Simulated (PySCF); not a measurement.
water (H₂O), SMILES O.

Geometry optimised at B3LYP-D3(BJ)/def2-TZVPD.

Method: PySCF with B3LYP/def2-TZVPD.

Symmetry labels are those of the subgroup C2v that the program uses (full group C2v).

Computed valence orbital energies around the gap with their symmetry:
```
orbital  symmetry  energy (eV)
-------  --------  -----------
HOMO−4         A1      -520.77
HOMO−3         A1       -27.75
HOMO−2         B2       -14.71
HOMO−1         A1       -10.85
HOMO           B1        -8.81
LUMO           A1        -0.29
LUMO+1         B2         1.29
LUMO+2         B1         2.09
LUMO+3         A1         2.15
```
